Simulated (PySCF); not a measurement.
1-chloro-1-fluoroallene, C3H2ClF.
SMILES: `C=C=C(F)Cl`

The closed-shell ground state was solved at several levels (PySCF, density fitting, gas phase, non-relativistic). Isolated species at its PBE0-D3(BJ)/def2-TZVP geometry, gas phase.

| level | basis functions | total energy (Eh) | HOMO (eV) | LUMO (eV) | gap (eV) | dipole (D) |
| --- | --- | --- | --- | --- | --- | --- |
| PBE0/pcSseg-2 | 215 | -675.2041 | -7.42 | -1.18 | 6.24 | 2.00 |
| wB97X-D/pcSseg-2 | 215 | -675.5166 | -9.25 | 0.65 | 9.90 | 2.05 |
| B97-2/pcSseg-2 | 215 | -675.5533 | -7.17 | -1.23 | 5.94 | 1.98 |

**Question.** What might KT3/pcSseg-2 (215 basis functions) give for the same quantities?

**Answer.** Total energy -681.7447 Eh, HOMO -6.26 eV, LUMO -2.15 eV, gap 4.11 eV, dipole 1.83 D.

**Question.** Over all these levels, which gives the widest orbital gap and which the narrowest?

**Answer.** wB97X-D/pcSseg-2 (range-separated hybrid) has the widest, 9.90 eV, and KT3/pcSseg-2 (GGA) the narrowest, 4.11 eV. From the narrowest to the widest the HOMO moves by -2.99 eV and the LUMO by +2.80 eV.

**Question.** In the pcSseg-2 basis, how does the gap go with the fixed share of exact exchange?

**Answer.** KT3 (0 %) 4.11 eV; B97-2 (21 %) 5.94 eV; PBE0 (25 %) 6.24 eV. Each rise in the share widens the gap here.

**Question.** How far do the dipole and the HOMO energy spread over the levels?

**Answer.** The dipole runs from 1.83 to 2.05 D (mean 1.97 D) and the HOMO from -9.25 to -6.26 eV.

wB97X-D is run here without its empirical dispersion term; that term would change no orbital, density or response property at a fixed geometry.
